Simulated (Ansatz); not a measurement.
Input for Ansatz (development build ahead of 0.2.0):

```yaml
crystal:
  periodic: [false, false, false]
  atoms:
    - { symbol: "N", position_ang: [0.0, 0.0, -0.5867] }
    - { symbol: H, position_ang: [0.0, 0.0, 0.5867] }
basis:
  gaussian: { orbitals: def2-SVP }
total_charge: 1
magnetization:
  spin_polarized: true
  initial_magnetization: 1
hamiltonian:
  xc: hf
correlation:
  method: mp2
  frozen_orbitals: { H: 0, "N": 1 }
```

The input is written out in the form of the current development build from the run's settings.

Results

```yaml
Converged: yes
Reference_energy: -54.44327 hartree
Correlation_energy: -0.07711 hartree
Total_energy: -54.52037 hartree
Spin_squared_of_the_determinant: 1.275
Stability_test: minimum
```

Messages of the program:
```
mean field -1481.47679429 eV, -54.4432680091 hartree, gradient 6.7e-6 eV, S^2 1.275140; 10 other ends of a descent, 0 dependent functions left out
```

Caution: the unrestricted determinant is spin contaminated; MP2 on this radical cation hangs on the determinant chosen; a plain start can end on a higher determinant.
